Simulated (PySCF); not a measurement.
Relaxation of singlet [NS2]-

Level of theory: PBE0/[N def2-TZVPD, S def2-TZVPD], no relativity, density fitting, PySCF. A (50,194) grid was used.

A hand-made bent start, of C2v symmetry, held to at least that symmetry:

Coordinates in bohr (charge -1 multiplicity 1):
```
N     0.0000    0.0000   -1.3693
S     2.3839    0.0000    0.2999
S    -2.3839    0.0000    0.2999
```

Optimiser trace:
```json
{"step": "0", "E − E(last) (kJ/mol)": "69.98", "largest gradient (Eh/bohr)": "0.10360"}
{"step": "1", "E − E(last) (kJ/mol)": "5.74", "largest gradient (Eh/bohr)": "0.01549"}
{"step": "2", "E − E(last) (kJ/mol)": "0.71", "largest gradient (Eh/bohr)": "0.00770"}
{"step": "3", "E − E(last) (kJ/mol)": "0.03", "largest gradient (Eh/bohr)": "0.00217"}
{"step": "4", "E − E(last) (kJ/mol)": "0.00", "largest gradient (Eh/bohr)": "0.00052"}
{"step": "5", "E − E(last) (kJ/mol)": "0.00", "largest gradient (Eh/bohr)": "0.00006"}
```

It ends at C2v with N–S 1.626 Å (×2); S–N–S 123.3°. A frequency run shows a minimum. Other isomers or separated fragments may lie lower.

Final geometry:
```xyz
3
charge -1 multiplicity 1, angstrom
N     0.0000    0.0000   -0.6333
S     1.4314    0.0000    0.1387
S    -1.4314    0.0000    0.1387
```
